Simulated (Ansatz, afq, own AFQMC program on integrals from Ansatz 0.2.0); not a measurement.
**AFQMC, coupled cluster and functionals along a coordinate of BH₄, doublet**

```csv
atom,x (Å),y (Å),z (Å)
B,0.0000,0.0000,0.0000
H,0.4147,0.8125,0.8107
H,-0.4243,-0.8077,0.8105
H,-0.4128,0.8086,-0.8154
H,0.4225,-0.8134,-0.8057
```

The B1–H5 distance is changed with both sides rigid. Energies in kcal/mol count from this geometry (1.220 Å) at the same level; the start stands on UHF, each point on the determinant named.

Basis 6-31G. Only valence electrons are correlated. Integrals, coupled cluster, full CI and functionals: Ansatz 0.2.0; the random walks run on the same integrals in our own AFQMC program. The CISD trial takes its coefficients from CCSD amplitudes. Released means that phaseless walkers are propagated on without the constraint, phases kept. Uncertainties: one standard error, sampling alone.

```
r(B1–H5) / Å  det.     T1  weight  ⟨S²⟩  CCSD  wB97M-V  CCSD(T)
       1.075   UHF  0.013    0.94  0.76   7.4      6.5      7.5
       1.341   UHF  0.017    0.93  0.77   1.9      2.7      1.8
       1.722   UHF  0.040    0.91  0.79  19.2     24.0     19.1
       2.271   UHF  0.011    0.95  0.76  27.8     39.7     28.2
       3.274   UHF  0.006    0.95  0.75  27.9     42.3     28.4
```

Task: Estimate the curve of full CI, counted from the same start.

Result: 
| r(B1–H5) / Å | det. | T1 | weight | ⟨S²⟩ | FCI | ph-AFQMC/CISD | released AFQMC | CCSDT(Q) |
| --- | --- | --- | --- | --- | --- | --- | --- | --- |
| 1.075 | UHF | 0.013 | 0.94 | 0.76 | 7.5 | 7.5 ± 0.03 | 7.5 ± 0.02 | 7.5 |
| 1.341 | UHF | 0.017 | 0.93 | 0.77 | 1.8 | 1.8 ± 0.04 | 1.8 ± 0.02 | 1.8 |
| 1.722 | UHF | 0.040 | 0.91 | 0.79 | 18.9 | 18.9 ± 0.04 | 18.9 ± 0.03 | 18.9 |
| 2.271 | UHF | 0.011 | 0.95 | 0.76 | 28.3 | 28.2 ± 0.03 | 28.3 ± 0.02 | 28.3 |
| 3.274 | UHF | 0.006 | 0.95 | 0.75 | 28.5 | 28.5 ± 0.03 | 28.5 ± 0.02 | 28.5 |

Weight is that of the determinant in the CISD state; at the start T1 is 0.013 and the weight 0.94, and ⟨S²⟩ is 0.76. Symmetry can't show for every point that it stays on the start's state. Largest departures from full CI: CCSD(T) 0.2 kcal/mol at 1.722 (on UHF), ph-AFQMC/CISD -0.1 kcal/mol at 3.274 (on UHF), released AFQMC 0.0 kcal/mol at 1.722 (on UHF) (within the noise), CCSDT(Q) 0.0 kcal/mol at 3.274 (on UHF), CCSD -0.7 kcal/mol at 3.274 (on UHF). The functionals aren't scored here. In this small basis the wave-function levels are far from their limit, so their gap to the functionals isn't the functionals' error.

CCSDT and higher add their correlation energy to the determinant of the CCSD(T) run, since their own runs factorise the integrals more tightly (a shift of under 2 meV). A walk keeps the symmetry of its determinant, which the program's search chose and which needn't be the lowest solution, so a lower state of the same spin and another symmetry isn't excluded. Released energies are given only where the last usable release times agree within the noise; a slower fall can still hide under it.
